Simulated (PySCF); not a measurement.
Gas-phase reaction: 3 B(CH3)3 → 3 BH + 3 C2H6 + C3H6 (cyclic)

Computed with PySCF and rigid-rotor harmonic-oscillator thermochemistry at 1 bar. † marks an energy on the PBE0/def2-TZVP geometry and frequencies; other levels use their own. CCSD(T) freezes the core. 6-31G* has spherical d functions here. All species are closed-shell singlets. B3LYP is the form with VWN-RPA correlation. Methyl groups turn as free rotors in B(CH3)3. CCSD(T) isn't extrapolated to the basis-set limit. The harmonic model lacks anharmonicity and excited electronic states, which grow with temperature; levels with a mode under 35 cm⁻¹ are left out. Internal rotation in C2H6 is treated as a harmonic vibration of one conformer, which makes the entropy rough.

```tsv
level	ΔE electronic, kJ	ΔH°(298 K), kJ	ΔS°(298 K), J/K	ΔG°(1800 K), kJ
B3LYP/def2-TZVP†	1514	1492	482	627
CCSD(T)/def2-SVP†	1442	1419	482	554
HF/6-31G*	1382	1358	486	482
M06-2X/def2-TZVP†	1530	1508	482	643
PBE/def2-SVP	1620	1597	482	735
PBE0/def2-QZVP†	1596	1574	482	708
PBE0/def2-TZVP	1594	1571	482	706
r2SCAN/def2-TZVP†	1641	1619	482	753
LDA/def2-TZVP†	1777	1754	482	889
ωB97M-V/def2-TZVP†	1541	1518	482	653
ωB97X-V/def2-TZVP†	1547	1525	482	659
```
ΔH° is lowest at HF/6-31G* and highest at LDA/def2-TZVP†. No reference value is set beside these.
